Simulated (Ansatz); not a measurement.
**BH5OSi (SMILES BO[SiH3]): single points off equilibrium**

The task here is to estimate one member of a computed series from the others.

Program: Ansatz 0.2.0, Gaussian basis. Level of theory: single points in def2-TZVPP. These are calculated values, not measurements.

Cores are frozen in the correlated methods.

**The starting structure**

SMILES `BO[SiH3]`, 8 atoms, charge 0, spin multiplicity 1.

Atoms are counted from 1 here; the program's logs count them from 0.

Bond lengths: B1–O2 1.279 Å, B1–H4 1.165 Å, B1–H5 1.205 Å, O2–Si3 1.617 Å, Si3–H6 1.460 Å, Si3–H7 1.473 Å, Si3–H8 1.428 Å. Angles: O2–B1–H4 120.7°, O2–B1–H5 120.9°, H4–B1–H5 118.3°, B1–O2–Si3 176.2°, O2–Si3–H6 108.5°, O2–Si3–H7 107.5°, O2–Si3–H8 105.8°, H6–Si3–H7 109.6°, H6–Si3–H8 112.1°, H7–Si3–H8 113.0°.

Coordinates:

```xyz
8

B    -0.4344    0.8177   -1.3182
O    -0.0603    0.1224   -0.3124
Si    0.3680   -0.6820    1.0233
H    -1.5337    1.1928   -1.4066
H     0.3463    1.1253   -2.1832
H    -0.5351   -0.2989    2.1043
H     1.7439   -0.2797    1.3618
H     0.2568   -2.0675    0.6960
```

The first run:

Input file run/in.yaml:

```yaml
crystal:
  periodic: [false, false, false]
  atoms:
    - {symbol: B, position_ang: [-0.434400, 0.817700, -1.318200]}
    - {symbol: O, position_ang: [-0.060300, 0.122400, -0.312400]}
    - {symbol: Si, position_ang: [0.368000, -0.682000, 1.023300]}
    - {symbol: H, position_ang: [-1.533700, 1.192800, -1.406600]}
    - {symbol: H, position_ang: [0.346300, 1.125300, -2.183200]}
    - {symbol: H, position_ang: [-0.535100, -0.298900, 2.104300]}
    - {symbol: H, position_ang: [1.743900, -0.279700, 1.361800]}
    - {symbol: H, position_ang: [0.256800, -2.067500, 0.696000]}
basis:
  gaussian: {orbitals: def2-TZVPP}
correlation: {method: ccsd_t}
output: {forces: true}
```

No record of the launch command was kept for these runs.

Among the steps run: CCSD(T)/def2-TZVPP; PBE0-D4/def2-TZVPP; wB97M-V/def2-TZVPP; r2SCAN-D4/def2-TZVPP; PBE-D4/def2-TZVPP; HSE06-D4/def2-TZVPP; wB97X-V/def2-TZVPP.

One of the session's tables, all rows but one given; the rest of the session is left out.

| method | RMS force component (eV/Å) | angle to CCSD(T) forces (°) | dipole (D) |
| --- | --- | --- | --- |
| CCSD(T) | 0.939 | reference | 1.31 |
| PBE0-D4 | 0.837 | 6.9 | 1.35 |
| wB97M-V | 0.866 | 2.2 | 1.34 |
| r2SCAN-D4 | 0.869 | 4.9 | 1.36 |
| PBE-D4 | 0.890 | 8.9 | 1.43 |
| HSE06-D4 | 0.838 | 6.9 | 1.35 |
| wB97X-V | ? | ? | ? |

Estimate the missing values for wB97X-V.

The run gave: RMS force component (eV/Å): 0.911; angle to CCSD(T) forces (°): 3.2; dipole (D): 1.31. In the column «RMS force component (eV/Å)» it lies between PBE-D4 (0.890) and CCSD(T) (0.939).
